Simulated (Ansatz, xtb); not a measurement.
## Two isomers of C2H4ClN

Structure X is `N/C=C/Cl`, a singlet and structure Y is `C=C(N)Cl`, a singlet. Both are isolated molecules in the gas phase, relaxed with B3LYP/def2-SVP; the shapes shown needn't be the lowest conformers.

X (Å):

```xyz
8

C     0.3707    0.1641    0.4847
C    -0.1109    1.3964    0.2505
Cl   -0.7363    2.4051    1.5335
N     0.9798   -0.6664   -0.4440
H     0.8589   -1.6611   -0.2851
H     0.8542   -0.4168   -1.4203
H     0.3477   -0.2302    1.5058
H    -0.1270    1.8679   -0.7345
```

Y (Å):

| atom | x (Å) | y (Å) | z (Å) |
| --- | --- | --- | --- |
| C | 0.4189 | -0.2851 | -0.9377 |
| C | -0.0283 | 0.2452 | 0.2107 |
| Cl | -1.5136 | -0.3473 | 0.9435 |
| N | 0.5098 | 1.3043 | 0.9199 |
| H | 1.3545 | 0.0697 | -1.3766 |
| H | -0.1475 | -1.0540 | -1.4592 |
| H | 1.4479 | 1.5714 | 0.6368 |
| H | 0.3942 | 1.2576 | 1.9273 |

Quicker runs give these differences E(Y) − E(X): GFN2-xTB −10.6 kJ/mol; HF/STO-3G +2.5 kJ/mol (at GFN2-xTB geometries); r2SCAN-D4/def2-SVP −13.1 kJ/mol (at GFN2-xTB geometries).

Problem. Estimate E(Y) − E(X) at the level CCSD(T)/def2-TZVP.

Solution. Calculated at CCSD(T)/def2-TZVP: E(Y) − E(X) = −12.5 kJ/mol, so structure Y lies lower.

How the difference moves with the method:

```
             level        geometry  E(Y) − E(X) (kJ/mol)  departure from the last row (kJ/mol)  job, with rough time for the two
          GFN2-xTB        GFN2-xTB                   −10.6                                  +1.9               optimisation, 0.1 s
         HF/STO-3G        GFN2-xTB                    +2.5                                 +15.1              single point, 0.24 s
r2SCAN-D4/def2-SVP        GFN2-xTB                   −13.1                                  −0.6                 single point, 3 s
    B3LYP/def2-SVP  B3LYP/def2-SVP                    −9.3                                  +3.2                optimisation, 23 s
      HF/def2-TZVP  B3LYP/def2-SVP                    −8.1                                  +4.4           part of the CCSD(T) run
     MP2/def2-TZVP  B3LYP/def2-SVP                   −15.5                                  −3.0           part of the CCSD(T) run
 CCSD(T)/def2-TZVP  B3LYP/def2-SVP                   −12.5                                                      single point, 62 s
```

As drawn, both hold the same kinds of bond in the same numbers.

HF/STO-3G puts the two in the other order. The largest departure from CCSD(T)/def2-TZVP is that of HF/STO-3G, 15.1 kJ/mol.

With harmonic frequencies from B3LYP/def2-SVP (ideal gas, rigid rotor, one conformer each, 298.15 K, 1 atm): the zero-point term adds −1.3 kJ/mol; ΔH is −14.3 and ΔG −13.6 kJ/mol.

The correlated steps freeze 8 core orbitals. Run with Ansatz 0.2.0, xtb 6.7.1; the last row on 2 threads of Arm Neoverse V1 on a shared host.
